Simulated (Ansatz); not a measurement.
This Ansatz (an electronic-structure program) input (CCSD(T)/cc-pCVDZ) gives -342.01497 Eh with 37 basis functions. A basis named .json is the Basis Set Exchange file of that set (core-valence sets with the plain set on hydrogen).

Ansatz 0.2 input:
```yaml
crystal:
  periodic: [false, false, false]
  atoms:
    - {symbol: P, position_ang: [0.00056199, 0.07657355, 0.08927023]}
    - {symbol: H, position_ang: [1.02683735, -0.58960829, -0.66288796]}
    - {symbol: H, position_ang: [-1.03526727, -0.55899489, -0.67616545]}
basis:
  gaussian:
    orbitals: cc-pCVDZ.json
total_charge: -1
magnetization: {spin_polarized: false}
correlation: {method: ccsd_t, electrons: outside_noble_gas}
```

Change:
```diff
- orbitals: cc-pCVDZ.json
+ orbitals: cc-pCVQZ.json
```

Problem. What does the run give now?

Solution. -342.10909 Eh (CCSD(T)/cc-pCVQZ, 169 functions), a change of -94.12 mEh.
